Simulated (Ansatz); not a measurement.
A calculation with Ansatz (development build ahead of 0.2.0).

```yaml
crystal:
  periodic: [false, false, false]
  atoms:
    - { symbol: O, position_ang: [0.0, -0.0003, -1.40183] }
    - { symbol: C, position_ang: [0.0, -8.0e-05, -0.18102] }
    - { symbol: S, position_ang: [0.0, 0.00038, 1.58286] }
basis:
  gaussian: { orbitals: def2-SVP }
total_charge: 1
magnetization:
  initial_magnetization: 1
hamiltonian:
  xc: hf
correlation:
  method: ccsd_t
  frozen_orbitals: { C: 1, O: 1, S: 5 }
scf:
  omitted_lower_state_checks: [starts, atomic_configurations, cluster_reference, orbital_swaps, given_window_search, neighbouring_geometries, increment]
```

The input is written out in the form of the current development build from the run's settings. Correlation on restricted open-shell orbitals is semicanonical, with singles.

Results

```json
{
  "Converged": "yes",
  "Reference energy": "-509.64848 hartree",
  "Correlation energy": "-0.46027 hartree",
  "Total energy": "-510.10876 hartree",
  "Stability test": "minimum among restricted orbitals"
}
```
